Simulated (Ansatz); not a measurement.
This geometry of C$_{3}$H$_{6}$OS (11 atoms, charge 0, multiplicity 1) is a first-order saddle point.

The calculation used Ansatz, RHF/def2-SVP.

```xyz
11
Properties=species:S:1:pos:R:3
S -1.707 1.252 0.214
C -0.080 0.465 0.441
C -0.032 -1.043 0.737
O 0.876 -1.252 -0.322
C 0.752 0.069 -0.789
H -1.566 1.601 -1.065
H 0.489 1.051 1.159
H -0.979 -1.561 0.578
H 0.383 -1.331 1.704
H 1.715 0.571 -0.896
H 0.216 0.120 -1.740
```

Question: Which two structures does it join? (They come from a converged band through this point; their orientation in space is the band's.)

Answer: No bond is made or broken. The dihedral H6–S1–C2–C5 goes from -86 to 51°.

Image 0:

```xyz
11
Properties=species:S:1:pos:R:3
S -1.790 1.021 -0.104
C -0.109 0.447 0.256
C -0.020 -0.982 0.817
O 0.891 -1.355 -0.190
C 0.760 -0.129 -0.874
H -1.483 2.265 -0.478
H 0.404 1.181 0.872
H -0.950 -1.552 0.765
H 0.397 -1.075 1.820
H 1.721 0.363 -1.035
H 0.244 -0.239 -1.829
```

Image 10:

```xyz
11
Properties=species:S:1:pos:R:3
S -1.502 1.533 0.102
C 0.005 0.575 0.368
C -0.061 -0.915 0.739
O 0.856 -1.234 -0.283
C 0.840 0.070 -0.819
H -2.093 0.705 -0.763
H 0.590 1.160 1.075
H -1.038 -1.378 0.579
H 0.302 -1.184 1.731
H 1.838 0.495 -0.926
H 0.329 0.115 -1.783
```

Question: How far does it lie above each of them?

Answer: 0.089 eV above the first and 0.115 eV above the second. This is the barrier of this one path; another mechanism may lie lower.

Run time: 110 s on 1 thread of Intel(R) Xeon(R) 6975P-C (Granite Rapids) (shared host), peak memory 0.22 GiB.
